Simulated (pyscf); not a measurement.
**Four-centre exchange: H₃C–Si(Cl)(Cl)–Cl + H₂ → CH₄ + Cl–SiH(Cl)–Cl**

Gas phase, singlet surface, charge 0. Bonds broken: C1–Si2, H9–H10. Bonds formed: C1–H9, Si2–H10. Optimised with ωB97X-D3(BJ)/def2-SVP in PySCF.

Transition state (Å):

```xyz
10

C     -1.0941    -0.3140     1.4556
Si    -0.0913     0.1789    -0.3771
Cl     1.2209     1.7744    -0.4075
Cl    -1.7734     1.0382    -1.2574
Cl     0.3214    -1.3366    -1.7192
H     -2.1140    -0.1958     1.8562
H     -0.9895    -1.2537     0.9077
H     -0.4753     0.5581     1.6801
H      0.2088    -0.7873     1.6937
H      0.8712    -0.6022     0.8197
```

One imaginary mode, 1908i cm⁻¹; descent along it reached the two sides named.

```tsv
bond	change	reactant side (Å)	saddle	product side
C1–Si2	breaks	1.846	2.147	3.8
H9–H10	breaks	0.760	1.112	4.2
C1–H9	forms	3.8	1.407	1.099
Si2–H10	forms	3.6	1.723	1.471
```

Electronic energies relative to the separated reactants (kJ/mol):

| level | barrier | reaction energy | reverse barrier |
|---|---|---|---|
| ωB97X-D3(BJ)/def2-TZVP | 427.2 | -3.6 | 430.8 |
| PBE/def2-TZVP | 375.6 | -12.7 | 388.3 |
| r²SCAN/def2-TZVP | 400.6 | -7.3 | 407.9 |
| B3LYP-D3(BJ)/def2-TZVP | 418.4 | -10.1 | 428.5 |
| PBE0-D3(BJ)/def2-TZVP | 396.3 | -7.8 | 404.1 |
| M06-2X/def2-TZVP | 425.1 | -5.7 | 430.8 |
| ωB97M-D3(BJ)/def2-TZVP | 415.8 | -8.7 | 424.5 |
| HF/def2-TZVP | 535.7 | -33.3 | 568.9 |

With ωB97M-D3(BJ)/def2-TZVP energies and thermal terms (ideal gas, 1 atm, RRHO with modes under 100 cm⁻¹ raised to 100, one conformer, R ln 2 for chiral ones without a mode under 150 cm⁻¹), in kJ/mol:

```csv
T (K),ΔH‡,ΔG‡,ΔH,ΔG
298,417.4,451.8,+4.3,-1.6
600,413.5,488.5,-2.1,-5.1
900,412.9,526.2,-7.0,-5.4
1200,413.8,563.9,-10.4,-4.4
```

One saddle was located; it need not be the lowest between these sides.
